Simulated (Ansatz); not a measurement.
This geometry of C$_{2}$H$_{3}$FN (7 atoms, charge 0, multiplicity 2) is a first-order saddle point.

Method: UKS PBE-D4/def2-SVP (Ansatz 0.2.0).

```xyz
7
Properties=species:S:1:pos:R:3
N -0.679 0.616 -0.302
C 0.360 -0.071 0.399
C 0.846 -1.234 -0.058
F 0.526 -1.930 -1.120
H -1.496 0.746 0.309
H -0.367 1.560 -0.566
H 0.810 0.312 1.338
```

Problem. Which two structures does it join? (They come from a converged band through this point; their orientation in space is the band's.)

Solution. No bond is made or broken. The dihedral H6–N1–C2–H7 goes from -47 to 175°. The two ends are copies of one structure, up to a mirror image or an exchange of like atoms.

First end point:

```xyz
7
Properties=species:S:1:pos:R:3
N -0.445 0.870 -0.234
C 0.531 0.041 0.337
C 0.693 -1.276 0.091
F 0.073 -1.972 -0.861
H -1.103 0.372 -0.841
H -0.954 1.453 0.439
H 1.205 0.512 1.069
```

Last end point:

```xyz
7
Properties=species:S:1:pos:R:3
N -0.651 0.759 0.108
C 0.534 0.043 0.331
C 0.767 -1.236 -0.033
F -0.139 -2.089 -0.507
H -0.512 1.692 -0.295
H -1.349 0.240 -0.433
H 1.350 0.590 0.828
```

Problem. How far does it lie above each of them?

Solution. 5.2 kcal/mol above the first and 5.2 kcal/mol above the second. This is the barrier of this one path; another mechanism may lie lower.

The run took 4 min on 1 thread of Arm Neoverse V2, with other jobs on the host, peak memory 0.14 GiB.
